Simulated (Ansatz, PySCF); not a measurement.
This Ansatz (a program for electronic structure) input computes a CCSD(T)/cc-pVDZ energy:

Ansatz 0.2 input:
```yaml
crystal:
  periodic: [false, false, false]
  atoms:
    - {symbol: O, position_ang: [-1.05073224, -0.47616366, -0.00735618]}
    - {symbol: C, position_ang: [-0.07562986, 0.30382496, 0.00787443]}
    - {symbol: O, position_ang: [1.15136738, 0.07188593, -0.00312174]}
    - {symbol: H, position_ang: [-0.35130198, 1.41127208, 0.03657684]}
basis:
  gaussian:
    orbitals: cc-pVDZ
total_charge: -1
magnetization: {spin_polarized: false}
correlation: {method: ccsd_t, electrons: outside_noble_gas}
```

Write an input for the same energy in PySCF and say what it gives.


```python
from pyscf import gto, scf, mp, cc as ccmod

mol = gto.M(
    atom='''
    O    -1.05073224   -0.47616366   -0.00735618
    C    -0.07562986    0.30382496    0.00787443
    O     1.15136738    0.07188593   -0.00312174
    H    -0.35130198    1.41127208    0.03657684
    ''',
    basis='cc-pvdz',
    charge=-1,
    spin=0,
    verbose=4,
)

mf = scf.RHF(mol)
mf.conv_tol = 1e-10
mf.max_cycle = 100
mf.kernel()
mp2 = mp.MP2(mf, frozen=3).run()
cc = ccmod.CCSD(mf, frozen=3)
cc.max_cycle = 100
cc.kernel()
et = cc.ccsd_t()
print(f'E(CCSD(T)) = {cc.e_tot + et:.9f}')
```
It gives -188.71783 Eh, and Ansatz -188.71782 Eh, a difference of 0.01 mEh.

It need not be the lowest isomer of its formula. Whether it binds its extra electron was not tested at this geometry.
